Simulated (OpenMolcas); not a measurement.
# BHCl (SMILES [BH]Cl) at 3 levels

Aim: a comparison of 3 runs (USVWN5/STO-3G, ROMP2/STO-3G, ROCCSD(T)/STO-3G) of BHCl. 

Program for the calculation: OpenMolcas 26.06.

### Step 1. Starting point

The species is BHCl (3 atoms), meant as a doublet with charge 0. As SMILES, `[BH]Cl`. The B1–H3 distance was set to 2.341 Å, away from the relaxed value. At this shape a bond of the SMILES string is far longer than usual.

Bond lengths: B1–Cl2 1.662 Å.

### Step 2. A single-point energy at USVWN5/STO-3G (run 1)

Contents of run.input:

```
>>> EXPORT MOLCAS_PRINT=2

&GATEWAY
 BasLib=$CurrDir
 Coord
 3
 angstrom
 B        1.097257      -0.591384       0.517679
 Cl       1.932437       0.710686       1.125379
 H       -0.966200      -0.355340      -0.562680
 Basis=STO-3G
 Group=NoSym

&SEWARD
 GridInput
 Grid=UltraFine
 End of Grid

&SCF
 UHF
 Spin=2
 KSDFT=SVWN5
 Thresholds=1e-10 1e-07 1e-07 1e-05
 PrOrbitals=1 1
```

The basis set STO-3G is read from a file made from the Basis Set Exchange's data (not shown).

Run with:

```bash
$ export MOLCAS_MEM=1860
$ pymolcas run.input > run.log
```

What it wrote:

```text
--- Start Module: gateway ---
[...]
--- Stop Module: gateway /rc=_RC_ALL_IS_WELL_ ---
--- Start Module: seward ---
[...]
      Basis functions           15
--- Stop Module: seward /rc=_RC_ALL_IS_WELL_ ---
--- Start Module: scf ---
[...]
       Convergence after  18 Iterations
[...]
::    Total KS-DFT energy                            -478.2469651872
[...]
      Total spin, S                                     0.5297282802
[...]
      Total electronic charge=   23.000000
      Total            charge=   -0.000000
[...]
      Dipole Moment (debye):
      Origin of the operator (angstrom)=    1.6746    0.3827    0.9468
                   X=  4.5432E-01               Y=  3.2110E-01               Z=  2.8336E-01           Total=  6.2435E-01
      Quadrupole Moment (debye*angstrom):
[...]
--- Stop Module: scf /rc=_RC_ALL_IS_WELL_ ---
[...]
```

Run time: 2.4 s. Hardware: 1 thread of Intel Xeon 6975P-C (Granite Rapids), shared host; peak memory 0.37 GiB.

### Step 3. A single-point energy at ROMP2/STO-3G (run 2)

Contents of run.inp:

```
* BClH ROMP2
>>> EXPORT MOLCAS_PRINT=2

&GATEWAY
  BASLIB=$CurrDir
  COORD
  3
  angstrom
  B        1.097257      -0.591384       0.517679
  Cl       1.932437       0.710686       1.125379
  H       -0.966200      -0.355340      -0.562680
  BASIS=STO-3G
  GROUP=NoSym

&SEWARD

&SCF
  UHF
  SPIN=2
  THRESHOLDS=1e-10 1e-07 1e-07 1e-05
  PRORBITALS=1 1

&RASSCF
  FILEORB=$Project.UnaOrb
  SPIN=2
  NACTEL=1 0 0
  INACTIVE=11
  RAS2=1
  OUTORBITALS=Canonical
  ORBLISTING=Nothing

&CASPT2
  IPEA=0.0
  FROZEN=6
```

The basis set STO-3G is read from a file made from the Basis Set Exchange's data (not shown).

Run with:

```bash
$ export MOLCAS_MEM=1860
$ pymolcas run.inp > run.log
```

What it wrote:

```text
--- Start Module: gateway ---
[...]
--- Stop Module: gateway /rc=_RC_ALL_IS_WELL_ ---
[...]
      Basis functions           15
[...]
       Convergence after  17 Iterations
[...]
::    Total SCF energy                               -479.3206830057
[...]
      Total spin, S                                     0.6679027428
[...]
--- Start Module: rasscf ---
[...]
      Number of active orbitals                  1
[...]
      Spin quantum number                      0.5
[...]
      Active orbitals                            1
[...]
      Number of CSFs                             1
[...]
      Number of root(s) required                 1
[...]
      Convergence after 10 iterations
[...]
      printout of CI-coefficients larger than  0.05 for root  1
      energy=    -479.308914
      conf/sym  1     Coeff  Weight
             1  u   1.00000 1.00000
      Natural orbitals and occupation numbers for root  1
      sym 1:   1.000000
      ************************************************************************************************************************
      *                                                    Final results                                                     *
[...]
::    RASSCF root number  1 Total energy:   -479.30891412
[...]
      Total electronic charge=   23.000000
      Total            charge=   -0.000000
[...]
      Dipole Moment (debye):
      Origin of the operator (angstrom)=    1.6746    0.3827    0.9468
                   X=  4.1297E-02               Y=  3.7167E-02               Z=  2.6730E-02           Total=  6.1655E-02
      Quadrupole Moment (debye*angstrom):
[...]
--- Stop Module: rasscf /rc=_RC_ALL_IS_WELL_ ---
--- Start Module: caspt2 ---
[...]
 ###    WARNING: User changed nr of frozen orbitals.                         ###
 ###############################################################################
[...]
      E2 (Variational):          -0.0404458396
      Total energy:            -479.3493599627
[...]
      Reference weight:           0.97250
[...]
::    CASPT2 Root  1     Total energy:   -479.34935996
[...]
--- Stop Module: caspt2 /rc=_RC_ALL_IS_WELL_ ---
[...]
```

It took 1.5 s on 1 thread of Intel Xeon 6975P-C (Granite Rapids), shared host; peak memory 0.37 GiB.

### Step 4. The energy at ROCCSD(T)/STO-3G (run 3)

Contents of run.inp:

```
* BClH CCSD(T)
&GATEWAY
BasLib=$CurrDir
Coord
3
angstrom
B        1.097257      -0.591384       0.517679
Cl       1.932437       0.710686       1.125379
H       -0.966200      -0.355340      -0.562680
Basis=STO-3G
Group=NoSym
&SEWARD
&SCF
UHF
Spin=2
Thresholds=1e-10 1e-07 1e-07 1e-05
PrOrbitals=1 1
&RASSCF
FileOrb=$Project.UnaOrb
Spin=2
Nactel=1 0 0
Inactive=11
Ras2=1
OutOrbitals=Canonical
OrbListing=Nothing
&MOTRA
JobIph
Frozen=6
&CCSDT
CCT
Triples=3
Iterations=80
Accuracy=1e-08
Extrapolation=5 4
```

The basis set STO-3G is read from a file made from the Basis Set Exchange's data (not shown).

Run with:

```bash
$ export MOLCAS_MEM=1860
$ pymolcas run.inp > run.log
```

What it wrote:

```text
--- Start Module: gateway ---
[...]
--- Stop Module: gateway /rc=_RC_ALL_IS_WELL_ ---
[...]
      Basis functions           15
[...]
       Convergence after  17 Iterations
[...]
::    Total SCF energy                               -479.3206830057
[...]
      Total spin, S                                     0.6679027428
[...]
      Number of active orbitals                  1
[...]
      Spin quantum number                      0.5
[...]
      Active orbitals                            1
[...]
      Number of CSFs                             1
[...]
      Number of root(s) required                 1
[...]
      Convergence after 10 iterations
[...]
      printout of CI-coefficients larger than  0.05 for root  1
      energy=    -479.308914
      conf/sym  1     Coeff  Weight
             1  u   1.00000 1.00000
      Natural orbitals and occupation numbers for root  1
      sym 1:   1.000000
      ************************************************************************************************************************
      *                                                    Final results                                                     *
[...]
::    RASSCF root number  1 Total energy:   -479.30891412
[...]
      Total electronic charge=   23.000000
      Total            charge=   -0.000000
[...]
      Dipole Moment (debye):
      Origin of the operator (angstrom)=    1.6746    0.3827    0.9468
                   X=  4.1297E-02               Y=  3.7167E-02               Z=  2.6730E-02           Total=  6.1655E-02
      Quadrupole Moment (debye*angstrom):
[...]
--- Start Module: motra ---
[...]
      *** WARNING: Default frozen orbitals is overwritten by user input.
      *** Default values:   6
[...]
--- Stop Module: motra /rc=_RC_ALL_IS_WELL_ ---
--- Start Module: ccsdt ---
[...]
      Convergence after                    33  Iterations
      Total energy (diff) :    -479.37433747       0.00000000
[...]
 METHOD                       : CCSD+T(CCSD)+<T3(1)WT1>+<T3(1)UT2> = CCSD(T)
[...]
       CCSD     =      -479.3743374737609
[...]
--- Stop Module: ccsdt /rc=_RC_ALL_IS_WELL_ ---
[...]
```

Run time: 1.6 s. Hardware: 1 thread of Intel Xeon 6975P-C (Granite Rapids), shared host; peak memory 0.37 GiB.

### Step 5. Overview of the runs

```tsv
run	level	integration grid	frozen core orbitals	energy (Eh)	wall time
1	USVWN5/STO-3G	UltraFine	–	-478.246965	2.4 s
2	ROMP2/STO-3G	–	6	-479.349360	1.5 s
3	ROCCSD(T)/STO-3G	–	6	-479.374472	1.6 s
```

### Step 6. Results

| quantity | value |
| --- | --- |
| run 3: total energy | -479.37447 Eh |
| run 3: (T) correction | -0.13 mEh |

In words: In runs 1, 2, 3 the basis is minimal, so the values are rough. All runs together took 5.5 s, the longest 2.4 s.
